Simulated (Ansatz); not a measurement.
[H···H···OH], doublet: the ladder up to UCCSDTQ

Geometry: a point of a hydrogen-transfer path between rigid fragments, not a stationary point.

```yaml
atoms:
  - { symbol: H, position_ang: [-2.0456, 0.0498, 0.0000] }
  - { symbol: H, position_ang: [-1.3006, 0.0498, 0.0000] }
  - { symbol: O, position_ang: [0.1834, 0.0498, 0.0000] }
  - { symbol: H, position_ang: [0.4352, -0.8901, 0.0000] }
```

Basis cc-pVDZ; Ansatz 0.2.0. Only valence electrons are correlated (noble-gas cores frozen), which leaves 9 electrons in 28 orbitals. R marks a restricted (for open shells ROHF) determinant, U an unrestricted one. Active spaces: pair = (3e, 3o) about the gap; valence = (9e, 7o) chosen from the atoms' valence shells.

Full CI isn't at hand for all of this; UCCSDTQ serves as the reference, and is uncertain by about the last step of the cluster series. The frozen core follows each run's orbitals, which can shift R against U totals by a few meV.

For open shells CISD is restricted-active-space CI with the open shells as a complete middle space.

The UHF ⟨S²⟩ is 0.763, the T1 diagnostic (RCCSD) is 0.0246 and the largest doubles amplitude (RCCSD) is 0.045. The T1 diagnostic (UCCSD) is 0.0164.

```json
{"level": "RHF", "E − E(UCCSDTQ) (kJ/mol)": "568.0", "share of correlation (%)": "0.00", "wall time": "–"}
{"level": "UHF", "E − E(UCCSDTQ) (kJ/mol)": "553.4", "share of correlation (%)": "2.58", "wall time": "–"}
{"level": "RMP2", "E − E(UCCSDTQ) (kJ/mol)": "69.4", "share of correlation (%)": "87.79", "wall time": "–"}
{"level": "UMP2", "E − E(UCCSDTQ) (kJ/mol)": "68.7", "share of correlation (%)": "87.91", "wall time": "–"}
{"level": "CISD", "E − E(UCCSDTQ) (kJ/mol)": "34.3", "share of correlation (%)": "93.96", "wall time": "0.55 s"}
{"level": "RCCSD", "E − E(UCCSDTQ) (kJ/mol)": "8.9", "share of correlation (%)": "98.44", "wall time": "–"}
{"level": "UCCSD", "E − E(UCCSDTQ) (kJ/mol)": "8.7", "share of correlation (%)": "98.47", "wall time": "–"}
{"level": "RCCSD(T)", "E − E(UCCSDTQ) (kJ/mol)": "1.7", "share of correlation (%)": "99.70", "wall time": "0.91 s"}
{"level": "UCCSD(T)", "E − E(UCCSDTQ) (kJ/mol)": "1.6", "share of correlation (%)": "99.71", "wall time": "0.91 s"}
{"level": "BCCD(T)", "E − E(UCCSDTQ) (kJ/mol)": "1.7", "share of correlation (%)": "99.70", "wall time": "1.1 s"}
{"level": "RCCSDT", "E − E(UCCSDTQ) (kJ/mol)": "0.8", "share of correlation (%)": "99.85", "wall time": "–"}
{"level": "UCCSDT", "E − E(UCCSDTQ) (kJ/mol)": "0.8", "share of correlation (%)": "99.86", "wall time": "–"}
{"level": "RCCSDT(Q)", "E − E(UCCSDTQ) (kJ/mol)": "0.1", "share of correlation (%)": "99.99", "wall time": "8.5 s"}
{"level": "UCCSDT(Q)", "E − E(UCCSDTQ) (kJ/mol)": "0.0", "share of correlation (%)": "100.00", "wall time": "7 s"}
{"level": "RCCSDTQ", "E − E(UCCSDTQ) (kJ/mol)": "0.1", "share of correlation (%)": "99.99", "wall time": "13 s (H100)"}
{"level": "CASSCF (pair space)", "E − E(UCCSDTQ) (kJ/mol)": "507.2", "share of correlation (%)": "10.71", "wall time": "–"}
{"level": "MRCISD (pair space)", "E − E(UCCSDTQ) (kJ/mol)": "28.1", "share of correlation (%)": "95.06", "wall time": "–"}
{"level": "MRCISD+Q (pair space)", "E − E(UCCSDTQ) (kJ/mol)": "1.0", "share of correlation (%)": "99.83", "wall time": "0.57 s"}
{"level": "CASSCF (valence space)", "E − E(UCCSDTQ) (kJ/mol)": "442.6", "share of correlation (%)": "22.08", "wall time": "–"}
{"level": "NEVPT2 (valence space)", "E − E(UCCSDTQ) (kJ/mol)": "75.1", "share of correlation (%)": "86.77", "wall time": "0.48 s"}
{"level": "MRCISD (valence space)", "E − E(UCCSDTQ) (kJ/mol)": "19.5", "share of correlation (%)": "96.56", "wall time": "–"}
{"level": "MRCISD+Q (valence space)", "E − E(UCCSDTQ) (kJ/mol)": "1.8", "share of correlation (%)": "99.69", "wall time": "0.97 s"}
```

The correlation energy at UCCSDTQ, counted from RHF, is -5.887 eV. That run took 13 s on 2 threads of AMD EPYC 7R13 with a shared H100 80 GB, shared host.

Times hold each run's SCF and search for its determinant on a shared host, so for small cases they say little of a method's own cost; rows without a card ran on 1 thread of AMD EPYC 7R13.

Natural occupations of CASSCF (valence space) about the gap: 2.000 1.998 1.976 1.975 1.001 0.026 0.024; effectively unpaired electrons, Σ n²(2−n)², 1.01.
